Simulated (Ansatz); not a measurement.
We consider fluorite CeO₂, described by PBEsol (Ansatz, an electronic-structure program, plane waves, PAW).

Numerical settings: plane-wave cutoff 520 eV, 8×8×8 k mesh, perturbation theory, force constants from a 4×4×4 q mesh, no spin polarisation, scalar-relativistic PAW data made under PBE.

Quasi-harmonic lattice constant against temperature at zero pressure (zero-point motion included); the last value is withheld.

```tsv
T (K)	lattice constant (Å)
300	5.4210
400	5.4275
500	5.4346
600	5.4423
700	5.4506
800	?
```

Task: Fit a straight line to the rows shown and predict the value at 800 K, and give the mean linear expansion coefficient over the rows shown.

Result: Means: 500 K and 5.43520 Å. Σ(T − T̄)(y − ȳ) = 7.4000 and Σ(T − T̄)² = 100000, so the slope is 7.4e-05 Å/K. Divided by the mean, α = 13.6 × 10⁻⁶/K. At 800 K: 5.43520 + (7.4e-05) × 300 = 5.4574 Å. The run gives 5.4594 Å.

At 300 K the run's own coefficient is 11.4 × 10⁻⁶/K.

Anharmonicity beyond the change of volume is left out.
